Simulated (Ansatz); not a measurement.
# O2: the cost of one run

Program: Ansatz 0.2.0 through its Python package. The levels of theory stand in the script. These are calculated values, not measurements.

## Step 1: Starting point

Bond lengths: O1–O2 1.200 Å.

The script holds or builds the structure itself.

## Step 2: The script

methods_o2.py

```python
"""O2 at several levels of theory."""

import ansatz as az
from ase import Atoms


def main() -> None:
    atoms = Atoms(["O", "O"], positions=[
        [0.0, 0.0, 0.0],
        [0.0, 0.0, 1.2],
    ])
    mol = az.Crystal.molecule_from_ase(atoms)

    job = (
        mol.calculation()
        .basis(gaussian="def2-SVP")  # atom-centred Gaussian functions
        .spin("collinear", total=2)
        .accuracy("medium")
    )

    methods = ["mp2", "ccsd", "ccsd_t", "ccsdt"]
    reports = [job.correlation(m).run().report for m in methods]
    print(f"Hartree-Fock reference {reports[0]['reference_energy_ev'] / 27.211386246:.6f} Ha")
    best = reports[-1]["free_energy_ev"] - reports[-1]["reference_energy_ev"]
    for method, each in zip(methods, reports):
        gained = each["free_energy_ev"] - each["reference_energy_ev"]
        print(f"{method:8s} total {each['free_energy_ev'] / 27.211386246:.6f} Ha  correlation {gained:9.4f} eV  ({100 * gained / best:.1f} % of the last)")


if __name__ == "__main__":
    main()
```

## Step 3: The calls as engine input

The engine receives this input (first run):

```yaml
crystal:
  periodic: [false, false, false]
  atoms:
    - { symbol: O, position_ang: [0.0, 0.0, 0.0] }
    - { symbol: O, position_ang: [0.0, 0.0, 1.2] }
accuracy: medium
basis:
  gaussian:
    orbitals: def2-SVP
magnetization:
  spin_polarized: true
  initial_magnetization: 2.0
correlation:
  method: mp2
```

## Step 4: Launch

Launch:

```console
$ python methods_o2.py
```

Q: Estimate wall time and peak memory on 1 thread of Arm Neoverse V1, shared host.

About 3.7 s, with a peak of 0.19 GiB.
